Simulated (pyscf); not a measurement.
Optimised with ωB97X-D3(BJ)/def2-SVP in PySCF.

Question: Br–SiH₂–Br + H• → Br–SiH•–Br + H₂
Surface: doublet. Broken: H–Si. Formed: H–H. Give ΔE‡ and ΔE from ωB97M-D3(BJ)/def2-TZVP, relative to the separated reactants.

Answer: ΔE‡ = 4.4 kcal/mol, ΔE = -13.7 kcal/mol. Zero-point energy shifts the barrier by -0.7 kcal/mol. It is a hydrogen abstraction, with an imaginary mode of 960i cm⁻¹. This is the saddle that the search found; another between the same sides may lie lower. The angle at the transferred H is 178°. Elements up to Kr have no core potential and no relativistic terms here.
